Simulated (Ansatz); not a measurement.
A nudged elastic band was laid between two geometries of CHClF2O (6 atoms, charge 0, multiplicity 1).

Method: RKS B3LYP/def2-SVP in Ansatz.

```json
{
 "movable images": "5",
 "climbing image": "yes",
 "spring": "5.0 eV/Å²",
 "optimiser": "lbfgs",
 "start path": "IDPP",
 "force threshold": "0.05 eV/Å",
 "iteration limit": "49",
 "end points": "relaxed"
}
```

Initial state:

```xyz
6
Properties=species:S:1:pos:R:3
O 0.110 0.330 1.045
C 0.025 0.013 -0.260
F -1.240 -0.292 -0.614
F 0.764 -1.076 -0.553
Cl 0.593 1.388 -1.228
H -0.211 -0.427 1.564
```

Final state:

```xyz
6
Properties=species:S:1:pos:R:3
O 0.199 -0.227 1.082
C 0.061 -0.184 -0.254
F -1.189 -0.501 -0.641
F 0.894 -1.070 -0.783
Cl 0.425 1.455 -0.938
H -0.347 0.463 1.487
```

**Question.** What changes between the two ends?

**Answer.** No bond is made or broken. The dihedral H6–O1–C2–Cl5 goes from 180 to 55°.

**Question.** What energy profile does the band end with?

**Answer.** It converged. The highest image is number 3 of 0 to 6, 0.043 eV above the first end and 0.066 eV above the last; the last end lies 0.023 eV below the first. Another band between the same ends (5 images) ends at a top of the same energy, where a vibrational analysis finds 1 clearly imaginary mode.

```
image  path coordinate (Å)  energy (eV)  dihedral H6–O1–C2–Cl5 (°)
    0                 0.00        0.000                        180
    1                 0.23        0.011                        160
    2                 0.46        0.033                        140
    3                 0.69        0.043                        119
    4                 0.94        0.022                         97
    5                 1.19       -0.009                         75
    6                 1.44       -0.023                         55
```

**Question.** What is the geometry of the highest image?

**Answer.** 
```xyz
6
Properties=species:S:1:pos:R:3
O 0.321 0.082 1.066
C 0.098 -0.062 -0.255
F -1.181 -0.431 -0.477
F 0.887 -1.015 -0.762
Cl 0.421 1.455 -1.156
H -0.505 -0.093 1.538
```

The band took 16 iterations and of the order of 8 core-minutes.

The run took 8.3 min on 1 CPU thread of a shared host.
